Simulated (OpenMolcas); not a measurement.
# NO2F (nitryl fluoride): revPBE/6-31G (RICD fitting, fitting threshold 0.0001)

What is the energy change on altering one bond length of NO2F (nitryl fluoride) at revPBE/6-31G (RICD fitting, fitting threshold 0.0001)? 

The results are computed with OpenMolcas 26.06.

## (1) The molecule

NO2F has 4 atoms, charge 0, and is taken as a singlet. As SMILES, `O=[N+]([O-])F`. Geometry: relaxed at GFN2-xTB.

Bond lengths: O1–N2 1.145 Å, N2–O3 1.145 Å. Angles: O1–N2–O3 140.2°. A long bond or contact: N2–F4 1.545 Å.

## (2) A single-point energy at revPBE/6-31G (RICD fitting, fitting threshold 0.0001)

geom.xyz reads:

```xyz
4

O      0.188740     0.465950     1.115660
N      0.109710    -0.098240     0.122020
O      0.475520    -1.064170    -0.373030
F     -0.773970     0.696460    -0.864650
```

job.input reads:

```
>>> EXPORT MOLCAS_PRINT=2

&GATEWAY
 BasLib = $CurrDir
 Coord = geom.xyz
 Basis = 6-31G
 Group = NoSym
 RICD
 CDThreshold = 0.0001

&SEWARD

&SCF
 KSDFT = revPBE
 PrOrbitals = 1 1
```

The basis set 6-31G is read from a file made from the Basis Set Exchange's data (not shown).

Started as:

```sh
$ export MOLCAS_MEM=1860
$ pymolcas job.input > job.log
```

The log of the run:

```text
--- Start Module: gateway ---
[...]
--- Stop Module: gateway /rc=_RC_ALL_IS_WELL_ ---
--- Start Module: seward ---
[...]
      Basis functions           36
--- Stop Module: seward /rc=_RC_ALL_IS_WELL_ ---
--- Start Module: scf ---
[...]
       Convergence after  17 Iterations
[...]
::    Total KS-DFT energy                            -304.7045742877
[...]
      Total spin, S                                     0.0000000000
[...]
      Total electronic charge=   32.000000
      Total            charge=   -0.000000
[...]
      Dipole Moment (debye):
      Origin of the operator (angstrom)=   -0.0391    0.0352   -0.0437
                   X=  6.5533E-01               Y= -5.8879E-01               Z=  7.3104E-01           Total=  1.1448E+00
      Quadrupole Moment (debye*angstrom):
[...]
--- Stop Module: scf /rc=_RC_ALL_IS_WELL_ ---
[...]
```

Run time: 2.7 s. Hardware: 1 thread of Arm Neoverse V2, shared host; peak memory 0.093 GiB.

## (3) The distorted shape at the same level

geom.xyz reads:

```xyz
4

O      0.228258     0.748066     1.612517
N      0.109710    -0.098240     0.122020
O      0.475520    -1.064170    -0.373030
F     -0.773970     0.696460    -0.864650
```

job.inp reads:

```
&GATEWAY
BasLib=$CurrDir
Coord=geom.xyz
Basis=6-31G
Group=NoSym
RICD
CDThreshold=0.0001
&SEWARD
&SCF
KSDFT=revPBE
PrOrbitals=1 1
```

The basis set 6-31G is read from a file made from the Basis Set Exchange's data (not shown).

Started as:

```sh
$ export MOLCAS_MEM=1860
$ pymolcas job.inp > job.log
```

The log of the run:

```text
--- Start Module: gateway ---
[...]
--- Stop Module: gateway /rc=_RC_ALL_IS_WELL_ ---
--- Start Module: seward ---
[...]
      Basis functions           36
--- Stop Module: seward /rc=_RC_ALL_IS_WELL_ ---
--- Start Module: scf ---
[...]
       Convergence after  23 Iterations
[...]
::    Total KS-DFT energy                            -304.6294666113
[...]
      Total spin, S                                     0.0000000000
[...]
      Total electronic charge=   32.000000
      Total            charge=   -0.000000
[...]
      Dipole Moment (debye):
      Origin of the operator (angstrom)=   -0.0294    0.1046    0.0786
                   X=  3.8249E-01               Y= -1.1813E+00               Z= -7.6533E-01           Total=  1.4586E+00
      Quadrupole Moment (debye*angstrom):
[...]
--- Stop Module: scf /rc=_RC_ALL_IS_WELL_ ---
[...]
```

Run time: 3.3 s. Hardware: 1 thread of Arm Neoverse V2, shared host; peak memory 0.093 GiB.

## (4) Results

Level: revPBE/6-31G (RICD fitting, fitting threshold 0.0001).

| quantity | value |
| --- | --- |
| first shape: total energy | -304.70457 Eh |
| first shape: dipole moment | 1.14 D |
| first shape: HOMO energy | -8.18 eV |
| first shape: LUMO energy | -3.49 eV |
| first shape: HOMO–LUMO gap | 4.69 eV |
| distorted shape: total energy | -304.62947 Eh |
| distorted shape: dipole moment | 1.46 D |
| distorted shape: HOMO energy | -7.12 eV |
| distorted shape: LUMO energy | -5.46 eV |
| distorted shape: HOMO–LUMO gap | 1.66 eV |
| energy change with the O1–N2 bond stretched from 1.145 to 1.718 Å | 2.044 eV |

In words: With the O1–N2 bond stretched from 1.145 to 1.718 Å the energy rises by 2.04 eV (47 kcal/mol). The first shape isn't relaxed at this level, so the change isn't measured from a minimum. A restricted reference can't describe the breaking bond well at this length.
